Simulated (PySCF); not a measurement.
Ligands exchanged one at a time, Si F-Cl. Isolated molecules, 0 K electronic values unless said otherwise. Strings in code marks are SMILES.

Calculation: ωB97X-D3(BJ)/def2-TZVP // PBE0-D3(BJ)/def2-TZVP in PySCF. Delta-SCF ions had no search for a lower state. 

```tsv
species	S1 oscillator strength	vertical ionisation energy (Delta-SCF) (eV)	dipole moment (D)
0 of 4 F replaced by Cl (`F[Si](F)(F)F`)	0.000	15.91	0.00
2 of 4 F replaced by Cl	0.044	12.67	0.64
3 of 4 F replaced by Cl (`Cl[Si](F)(Cl)Cl`)	0.000	12.29	0.52
4 of 4 F replaced by Cl (`Cl[Si](Cl)(Cl)Cl`)	0.000	12.14	0.00
```
